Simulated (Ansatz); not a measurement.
## Worked example: HN–CH₂⁺, doublet against HN–CH2, singlet

Geometry (PBE0/def2-TZVP stationary point of a singlet), kept for both states (HN–CH2, singlet: A'; HN–CH2⁺, doublet: A'):

```tsv
atom	x (Å)	y (Å)	z (Å)
N	0.0000	-0.1232	-0.6250
C	0.0000	0.0600	0.6223
H	0.0000	-0.8099	1.2818
H	0.0000	1.0402	1.1129
H	0.0000	0.7666	-1.1253
```

Basis cc-pVTZ; Ansatz 0.2.0. Correlated methods freeze the noble-gas cores. Prefix R: restricted or restricted open-shell reference; prefix U: unrestricted.

Full CI isn't at hand for all of this; UCCSDT(Q) serves as the reference, and is uncertain by the last step of the cluster series or more.

Unrestricted rows (U, and Kohn–Sham where it breaks symmetry) aren't spin-pure: their determinants' ⟨S²⟩ exceeds S(S+1) by up to 0.12, so they mix in states of higher spin.

```json
{"level": "UHF", "E(HN–CH2, singlet) (hartree)": "-94.067815", "E(HN–CH2⁺, doublet) (hartree)": "-93.727133"}
{"level": "UMP2", "E(HN–CH2, singlet) (hartree)": "-94.438469", "E(HN–CH2⁺, doublet) (hartree)": "-94.036491"}
{"level": "UCCSD(T)", "E(HN–CH2, singlet) (hartree)": "-94.472417", "E(HN–CH2⁺, doublet) (hartree)": "-94.083435"}
{"level": "PBE", "E(HN–CH2, singlet) (hartree)": "-94.542612", "E(HN–CH2⁺, doublet) (hartree)": "-94.159417"}
{"level": "wB97M-V", "E(HN–CH2, singlet) (hartree)": "-94.619398", "E(HN–CH2⁺, doublet) (hartree)": "-94.230206"}
{"level": "UCCSDT(Q)", "E(HN–CH2, singlet) (hartree)": "-94.473581", "E(HN–CH2⁺, doublet) (hartree)": "-94.085602"}
```

Q: Give the vertical gap, HN–CH2⁺ doublet less HN–CH2 singlet, at each level in eV (1 hartree = 27.2114 eV), and each error against UCCSDT(Q).

A: UCCSDT(Q): (-94.085602 − (-94.473581)) × 27.2114 = 10.557 eV (the reference)
wB97M-V: (-94.230206 − (-94.619398)) × 27.2114 = 10.590 eV, error 0.033 eV
PBE: (-94.159417 − (-94.542612)) × 27.2114 = 10.427 eV, error -0.130 eV
UCCSD(T): (-94.083435 − (-94.472417)) × 27.2114 = 10.585 eV, error 0.028 eV
UMP2: (-94.036491 − (-94.438469)) × 27.2114 = 10.938 eV, error 0.381 eV
UHF: (-93.727133 − (-94.067815)) × 27.2114 = 9.270 eV, error -1.287 eV

Total energies of functionals can't be set beside those of wave-function methods, since they hold the core's correlation and their own absolute errors; only the differences compare.

The reference still carries a basis error, for a change of charge of the order of 0.1 eV, so smaller errors of functionals can't be ranked.

Each level lands on the state that its own search finds. T1 diagnostics of restricted CCSD: 0.012 and 0.039.
